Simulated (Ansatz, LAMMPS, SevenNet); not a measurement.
# Bulk modulus of hcp Y: levels of theory against measurement

Reference value: 41.7 GPa (measured, zero-point energy and finite temperature contributions removed, sources range from 37.3 to 41.7; as tabulated in doi:10.1021/acs.jctc.3c00612).

What do Lennard-Jones uff-vdw, SevenNet-l3i5, LDA, PBE, PBEsol, r²SCAN give, and how far is each from the reference?


```tsv
level (code)	value (GPa)	cell (Å³/atom)	error (%)
Lennard-Jones uff-vdw (LAMMPS)	1.4	24.30	-97
SevenNet-l3i5 (SevenNet)	39.7	32.89	-4.8
LDA (Ansatz)	44.2	29.93	+6.0
PBE (Ansatz)	40.8	32.88	-2.2
PBEsol (Ansatz)	42.3	31.33	+1.4
r²SCAN (Ansatz)	40.6	33.48	-2.6
```

Leaving aside Lennard-Jones uff-vdw, which can be fitted to such values or carry a doubt: With a margin of 10.5 % (twice that across the reference) picked here for doubts on the reference and the settings, these levels can't be ranked.

Lennard-Jones uff-vdw: this is a force field's van der Waals term alone, without bonds or charges. Each level is taken at its own relaxed cell. Cutoffs differ between the levels. Ansatz's density-functional and Hartree–Fock values are scalar-relativistic unless marked +SOC, with PAW data made under PBE.

Machine-learned potentials (SevenNet-l3i5) are trained on DFT data, which may include these solids.

Differences are worked out from the printed values.

Ansatz is an electronic-structure program.
